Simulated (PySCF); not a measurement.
# C4H4F2: the cost of one run

The runs use PySCF 2.14.0, with density-fitted response routines of our own; the level of theory stands in each step. All values are computed, except where a source is named. Atoms are numbered from 0 throughout.

## (1) The molecule as given

10 atoms, charge 0, multiplicity 1; geometry from: PBE0-D3(BJ)/def2-SVP.

Bonds of the start (Å): C0–C1 1.34, C1–C2 1.45, C2–C3 1.33, C3–F4 1.31, C3–F5 1.31, C0–H6 1.09, C0–H7 1.09, C1–H8 1.10, C2–H9 1.09.

## (2) Nuclear shieldings: PBE0/pcSseg-2

Job settings and geometry (Å):

```
{"job": {"kind": "nmr", "xc": "PBE0", "basis": "pcSseg-2", "pop": false}, "charge": 0, "multiplicity": 1}
C      1.859401    -0.312986     0.118452
C      0.611069    -0.248021    -0.364809
C     -0.527412     0.240200     0.389288
C     -1.768369     0.301396    -0.098042
F     -2.119960    -0.072303    -1.303912
F     -2.807150     0.742716     0.565390
H      2.685310    -0.686094    -0.490682
H      2.094341     0.004756     1.138712
H      0.415464    -0.576182    -1.391229
H     -0.393681     0.584974     1.416469
```

Method: GIAO PBE0/pcSseg-2 NMR shielding, non-relativistic, gas phase.

Launch:

```
> OMP_NUM_THREADS=1 python probes_run.py task.json out
```

One launch serves the whole session: the jobs run in the order shown.

Q: Estimate the wall time and peak memory of this first job on 1 thread of Arm Neoverse V2, shared host.

About 23 s, with a peak of 1 GiB.
